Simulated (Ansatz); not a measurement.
`CC(C)(N)F` + H₂ → `CC(C)F` + NH₃ at 400 K and 1 bar (hydrogenolysis of a C–N bond).

Isolated molecules relaxed with PBE0-D4/def2-TZVP in Ansatz; ΔE leaves out vibrations. CCSD(T)/CBS is the MP2 limit (def2-TZVPP, def2-QZVPP) plus CCSD(T) − MP2 in def2-TZVPP, frozen cores. This one scheme is used for every species. Each species was taken in one conformer, which may not be the lowest.

```
    species  CCSD(T)/CBS energy (Eh)  H − E (kJ/mol)  S (J/(mol·K))
`CC(C)(N)F`               -273.47895           326.2          355.5
         H₂                 -1.17544            38.0          139.0
   `CC(C)F`               -218.16942           276.8          319.3
        NH₃                -56.50880           104.2          203.1
```

H − E and S are ideal-gas, rigid-rotor, harmonic terms from PBE0-D4/def2-TZVP, for one conformer and one mirror image of each species. For small species the MP2-based limit differs from directly extrapolated CCSD(T) by up to some mEh (0.8 for H₂); such offsets cancel only in part. 1 Eh = 2625.50 kJ/mol, R = 8.31446 J/(mol·K).

Question: By hand: ΔE, ΔH, ΔS and ΔG.

Answer: ΔE = (-218.16942) + (-56.50880) − (-273.47895) − (-1.17544) = -0.02383 Eh = -62.6 kJ/mol. Δ(H − E) = 276.8 + 104.2 − 326.2 − 38.0 = 16.8, so ΔH = -45.8 kJ/mol. ΔS = 319.3 + 203.1 − 355.5 − 139.0 = 27.9 J/(mol·K). ΔG = -45.8 − 400 × (27.9)/1000 = -57.0 kJ/mol.

Question: By hand: the equilibrium constant, and the temperature at which ΔG would vanish if ΔH and ΔS stayed fixed.

Answer: log₁₀ K = −ΔG/(RT ln 10) = 7.4. ΔH and −TΔS have one sign here, so there is no such temperature.

ΔH outweighs TΔS. A doubt of 5 kJ/mol in ΔE shifts log₁₀ K by 0.7 here. Other conformers and mirror images would add mixing entropy, several J/(mol·K) or more a flexible species. These are equilibria of isolated gas molecules and say nothing of rates. Largest T1 diagnostic: 0.010 (customary marks: 0.02 for closed shells, 0.045 for open ones).
